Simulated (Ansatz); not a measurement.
Basis-set series for C3H5F3 (`CC(F)C(F)F`). The species carries charge 0 and has multiplicity 1. The geometry is a stationary point of PBE0-D4/def2-TZVP. It is one conformer, not always the lowest.

| functional | basis | functions | energy (Eh) | HOMO (eV) | LUMO (eV) |
| --- | --- | --- | --- | --- | --- |
| PBE0-D4 | def2-SVP | 109 | -416.12142 | -9.32 | 1.97 |
| PBE0-D4 | def2-TZVPP | 256 | -416.61775 | -9.46 | 1.37 |
| ωB97M-V | def2-SVP | 109 | -416.39909 | -11.70 | 3.65 |
| ωB97M-V | def2-TZVPP | 256 | -416.90988 | -11.87 | 2.81 |

(1) Give the rows for def2-QZVPP. (Estimate.)

Answers

(1) Computed: 
```tsv
functional	basis	functions	energy (Eh)	HOMO (eV)	LUMO (eV)
PBE0-D4	def2-QZVPP	492	-416.63939	-9.50	0.83
ωB97M-V	def2-QZVPP	492	-416.93058	-11.91	1.98
```

Positive LUMOs are unbound and depend on the basis.
